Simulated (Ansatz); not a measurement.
## CCSD(T) against full CI for several species

Each species is computed at the geometry given (Å), with frozen cores, in Ansatz 0.2.0: RHF-CCSD(T) for singlets, UHF-CCSD(T) otherwise, and full CI in the same basis. The program picks the determinant by trial CCSD, so it needn't be the lowest Hartree–Fock solution. States: HB–AlH A', HAlGa⁺ Σ⁺ or Δ, BH3⁺ A2. Cases whose determinant has another symmetry than full CI's state, or whose (Q) step broke down, weren't drawn. No relativity is included.

Q: Judging by size, spin and bonding and the diagnostics given, rank them by the size of CCSD(T)'s error in total energy against full CI in the same basis, smallest first (an estimate).
A. HB–AlH, singlet, 6-31G: B 0.000 -0.312 1.883; Al 0.000 0.153 -0.787; H 0.000 0.484 3.247; H 0.000 -1.244 -2.360. T1 0.041, (T) -114 meV in a correlation energy of -3.66 eV
B. HAlGa⁺, singlet, 6-31G: Al 0.000 0.000 0.350; Ga 0.000 0.000 -2.321; H 0.000 0.000 1.971. T1 0.016, (T) -25 meV in a correlation energy of -2.13 eV
C. BH$_{3}$⁺, quartet, aug-cc-pVDZ: B 0.000 0.000 0.068; H 0.000 0.718 -0.987; H 0.000 0.000 1.242; H 0.000 -0.718 -0.987. T1 0.052, (T) -62 meV in a correlation energy of -2.22 eV

A: B (14.3 meV), C (21.0 meV), A (59.6 meV).

```tsv
species	basis	correlated electrons	CCSD(T) − full CI (meV)	CCSDT(Q) − full CI (meV)	unpaired electrons (full CI)	T1	⟨S²⟩ of the determinant
HAlGa⁺, singlet	6-31G	6	14.3	1.1	0.10	0.016	0.00
BH3⁺, quartet	aug-cc-pVDZ	5	21.0	-1.6	3.02	0.052	3.76
HB–AlH, singlet	6-31G	8	59.6	-0.5	0.38	0.041	0.00
```

Unpaired electrons are Σ n²(2−n)² over natural occupations; an open shell counts its own unpaired electrons too. Frozen cores follow each run's orbitals, which moves totals by a few meV.
